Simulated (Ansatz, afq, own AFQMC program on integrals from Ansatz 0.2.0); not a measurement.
Integrals from Ansatz 0.2.0, then the random walk in our own AFQMC program (afq).

```yaml
crystal:
  periodic: [false, false, false]
  atoms:
    - {symbol: Br, position_ang: [0.000000, 0.000000, 0.000000]}
    - {symbol: Mg, position_ang: [0.000000, 0.000000, 4.046000]}
basis:
  gaussian: {orbitals: aug-cc-pVDZ}
total_charge: -1
magnetization: {spin_polarized: true, initial_magnetization: 2}
correlation: {method: ccsd_t, electrons: outside_noble_gas, hamiltonian_folder: ham}
```

```sh
$ ansatz run in.yaml --threads 1 --pin off --events-out ev --progress --plain --max-ram 1382MiB
```

Options of the walk:

```
--method phaseless --trial cisd --walkers 60 --populations 1 --least-time 40 --time-step 0.005 --steps-per-block 50 --equilibration-blocks 40 --max-blocks 300 --target-error 0.00076 --factor-cut 1e-05 --start spin_pure --seed 8648 --release-times 0.24,0.51,0.99,1.62,2.4 --release-step 0.03 --release-every 4 --taylor-order 6
```

Times are imaginary, in 1/Eh. The walk had a cap of 1931 s. Filled inner d shells are frozen with the cores.

```
orbitals 44  electrons 6 4  factors 301 of 656
reference energy -2772.02526988 Eh
CCSD correlation -0.14837582 Eh in 14 cycles, weight of the determinant in the CISD state 0.9114
energy of the start -2772.173650 Eh
 block  time / (1/Eh)  mean weight  energy / Eh
     1     0.250  1.0001  -2772.172286
     2     0.500  0.9998  -2772.173102
     3     0.750  1.0002  -2772.172953
     4     1.000  1.0005  -2772.174379
     5     1.250  1.0004  -2772.176248
     8     2.000  1.0007  -2772.176779
    11     2.750  0.9984  -2772.177414
    26     6.500  1.0011  -2772.174792
    41    10.250  0.9993  -2772.179719
    56    14.000  1.0003  -2772.179965
    71    17.750  0.9990  -2772.174781
    86    21.500  1.0007  -2772.177897
   101    25.250  1.0010  -2772.179567
   116    29.000  0.9998  -2772.182632
   131    32.750  1.0007  -2772.180356
   146    36.500  0.9987  -2772.179267
   161    40.250  1.0010  -2772.182801
   176    44.000  1.0006  -2772.175598
   181    45.250  1.0026  -2772.184752
   191    47.750  1.0006  -2772.184096
   196    49.000  0.9996  -2772.176567
blocks merged  error / Eh  count
     1  0.000213  160
     2  0.000277  80
     4  0.000302  40
     8  0.000331  20
    16  0.000241  10
released: time / (1/Eh)  energy / Eh  error  mean overlap
  0.24  -2772.178182  0.000375  1.0171
  0.51  -2772.178305  0.000473  1.0098
  0.99  -2772.179218  0.000391  1.0070
  1.62  -2772.179124  0.000512  1.0150
  2.40  -2772.178535  0.000651  1.0040
energy -2772.178142 +/- 0.000331 Eh
(rows thinned)
```

Task: Estimate how long the walk took on 1 thread of Intel(R) Xeon(R) Platinum 8488C (Sapphire Rapids), with other jobs on the host.

Result: 7.8 min of wall time.

The run passed its tests (sampling time, drift between the halves within three errors, error under three times the target), which doesn't prove that it has relaxed.

Against this walk (error 9.0 meV) on the same determinant: CCSD(T) 19.5 meV higher, CCSDT(Q) 3.8 meV lower (within the noise). The error is statistical and leaves out the bias of the constraint. Released to 2.40 1/Eh the energy moves by -11 ± 20 meV (both errors), within twice the noise.

Cautions: constraint bias not in the error; no relativity below Rb; no spin-orbit coupling; inner d shell frozen; lower spins were not checked.

CCSDT and higher add their correlation energy to the determinant of the CCSD(T) run, since their own runs factorise the integrals more tightly (a shift of under 2 meV). A walk keeps the symmetry of its determinant, which the program's search chose and which needn't be the lowest solution, so a lower state of the same spin and another symmetry isn't excluded.
